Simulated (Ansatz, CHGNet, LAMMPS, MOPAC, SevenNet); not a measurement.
# Ladder of methods for the LO phonon frequency at X of zinc-blende GaAs

Reference value: 240 cm⁻¹ (measured, temperature not stated, no zero-point or thermal correction; as tabulated in Giannozzi et al., Phys. Rev. B (1991)).

```json
[
 {"level (code)": "BOP GaAs.bop.table (LAMMPS)", "value (cm⁻¹)": "245", "cell (Å³/atom)": "22.71"},
 {"level (code)": "PM7 semi-empirical Hartree-Fock (MOPAC) (MOPAC)", "value (cm⁻¹)": "258", "cell (Å³/atom)": "22.42"},
 {"level (code)": "CHGNet 0.3.0 (CHGNet)", "value (cm⁻¹)": "99", "cell (Å³/atom)": "23.67"},
 {"level (code)": "CHGNet-r²SCAN (CHGNet)", "value (cm⁻¹)": "___", "cell (Å³/atom)": "22.75"},
 {"level (code)": "SevenNet-l3i5 (SevenNet)", "value (cm⁻¹)": "204", "cell (Å³/atom)": "23.80"},
 {"level (code)": "LDA (Ansatz)", "value (cm⁻¹)": "236", "cell (Å³/atom)": "21.99"},
 {"level (code)": "PBE (Ansatz)", "value (cm⁻¹)": "___", "cell (Å³/atom)": "23.70"},
 {"level (code)": "PBE-D3(BJ) (Ansatz)", "value (cm⁻¹)": "___", "cell (Å³/atom)": "22.85"},
 {"level (code)": "r²SCAN (Ansatz)", "value (cm⁻¹)": "237", "cell (Å³/atom)": "22.75"}
]
```

### Question
Fill in the missing entries.

### Answer

- CHGNet-r²SCAN (CHGNet), value (cm⁻¹): 136
- PBE (Ansatz, a program for electronic structure), value (cm⁻¹): 224
- PBE-D3(BJ) (Ansatz), value (cm⁻¹): 233

Differences against the reference: BOP GaAs.bop.table +2.1 %, PM7 semi-empirical Hartree-Fock (MOPAC) +7.5 %, CHGNet 0.3.0 -59 %, CHGNet-r²SCAN -43 %, SevenNet-l3i5 -15.0 %, LDA -1.7 %, PBE -6.7 %, PBE-D3(BJ) -2.9 %, r²SCAN -1.2 %.

Nearest, and too close to rank with a margin of 3.0 % (twice that across the reference) picked here for doubts on the reference and the settings, and for temperature and zero-point motion: r²SCAN (-1.2 %), LDA (-1.7 %), BOP GaAs.bop.table (+2.1 %), PBE-D3(BJ) (-2.9 %). CHGNet 0.3.0 (-59 %) misses by most. Within 10 %: BOP GaAs.bop.table, PM7 semi-empirical Hartree-Fock (MOPAC), LDA, PBE, PBE-D3(BJ), r²SCAN.

The measured value isn't corrected to a static lattice, so vibrations enter the comparison.  PM7 semi-empirical Hartree-Fock (MOPAC): the method was fitted mainly to molecules. PM7 semi-empirical Hartree-Fock (MOPAC): the run uses a supercell at the zone centre in place of a k mesh. PBE-D3(BJ): the dispersion coefficients are held fixed in the derivatives. Each level is taken at its own relaxed cell. Cutoffs and k meshes differ between the levels. Ansatz's density-functional and Hartree–Fock values are scalar-relativistic unless marked +SOC, with PAW data made under PBE.

Empirical potentials (BOP GaAs.bop.table) are fitted to chosen data, which need not cover the solid at hand: agreement can be built in, and what lay outside the fit can be far off. Machine-learned potentials (CHGNet 0.3.0, CHGNet-r²SCAN, SevenNet-l3i5) are trained on DFT data, which may include these solids.

Differences are worked out from the printed values.
